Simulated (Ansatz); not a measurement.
# Sb (model structure, started from the omega type, P6/mmm, No. 191, 3 atoms in the cell): properties by level of theory

```
level (code)         lattice parameter a (Å)  lattice parameter c (Å)
-------------------  -----------------------  -----------------------
PBE (Ansatz)                      (withheld)               (withheld)
PBEsol (Ansatz)                        5.349                    3.176
PBE-D3(BJ) (Ansatz)                    5.348                    3.174
```

Q: Some entries are withheld; supply them.

A: 
- PBE (Ansatz, an electronic-structure program), lattice parameter a (Å): 5.434
- PBE (Ansatz), lattice parameter c (Å): 3.227

Ansatz's density-functional and Hartree–Fock values are scalar-relativistic unless marked +SOC, with PAW data made under PBE.

Computed values are for the static lattice.

A model structure was made by putting elements into a prototype or built by hand; it is no filed structure, need not be a known phase, and can be a saddle point held by its symmetry.
